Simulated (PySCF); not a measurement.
Series: H2E=Y. Gas-phase values, no solvent. Strings in code marks are SMILES.

The four lowest singlet excitations (Tamm–Dancoff). The numbers are results of PBE-D3(BJ)/def2-TZVP // r2SCAN-D4/def2-TZVP (PySCF), not measurements. Excitations are Tamm–Dancoff values on a coarser integration grid. The basis has no diffuse functions, so Rydberg states are missing or too high.

```json
[
 {"state": "S1", "energy (eV)": "3.93", "wavelength (nm)": "315", "oscillator strength": "0.000"},
 {"state": "S2", "energy (eV)": "7.34", "wavelength (nm)": "169", "oscillator strength": "0.105"},
 {"state": "S3", "energy (eV)": "8.72", "wavelength (nm)": "142", "oscillator strength": "0.026"},
 {"state": "S4", "energy (eV)": "9.00", "wavelength (nm)": "138", "oscillator strength": "0.058"}
]
```

Which member gives these states?
A) `C=O`
B) `C=[Se]`
C) `[S]=[GeH2]`
D) `O=[SiH2]`

A, `C=O`
